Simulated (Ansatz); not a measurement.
**How far a parabola holds: energy against volume of rock-salt BaS**

Rock-salt BaS was calculated with LDA in Ansatz (plane waves, PAW). Numerical settings: plane-wave cutoff 520 eV, 10×10×10 k mesh, Fermi–Dirac smearing 0.01 eV, scalar-relativistic PAW data made under PBE. The cell has no free parameter but its volume, all volumes share cutoff and mesh, and the runs aren't spin-polarised. Energies are free energies at the run's smearing, counted from the lowest row; static lattice.

| V (Å³/atom) | E (meV/atom) |
|---|---|
| 28.980 | ? |
| 29.596 | 8.46 |
| 30.213 | 2.04 |
| 30.829 | 0.00 |
| 31.446 | 1.88 |
| 32.063 | 7.26 |

Task: Using a parabola, estimate the missing E at V = 28.980 from the other rows, showing the fit.

Result: With u = V - 30.8, the rows have u = -1.2040, -0.5870, 0.0290, 0.6460, 1.2630. Least squares gives E = 0.014 - 0.7200·u + 5.1672·u². Residuals (row less fit): 0.089, -0.177, 0.003, 0.175, -0.087; standard error 0.197 (degrees of freedom: 2). The fitted curve has its minimum at V = 30.9, where E = -0.01. Its curvature is d²E/dV² = 2 × 5.1672 meV/Å⁶, so B = V0·d²E/dV² × 0.1602 = 51.1 GPa. At the withheld row, u = -1.8200, so E = 0.014 - 0.7200 × (-1.8200) + 5.1672 × (-1.8200)² = 18.440 meV/atom. The calculation gives 19.76 meV/atom, 1.320 meV/atom above the prediction (6.7 % of the range of E in the table). The row lies outside the fitted rows, so this is an extrapolation. From the scatter of the fitted rows alone, a prediction at this place has a standard error of 0.465 meV/atom, so the miss is 2.8 times that.

The residuals are curvature that a parabola lacks, not noise. A solid that stiffens under compression and softens on expansion lies above the parabola at the compressed end and under it at the expanded end, as this row does. A third-order Birch-Murnaghan fit to the whole scan has B0 = 50.8 GPa. Only scans are tabulated whose curvature falls smoothly with volume, and where the parabola meets the shown rows within 5 % of their range and misses the end by 0.1 meV or more.

Spin–orbit coupling is not included.

Ansatz is a first-principles code.
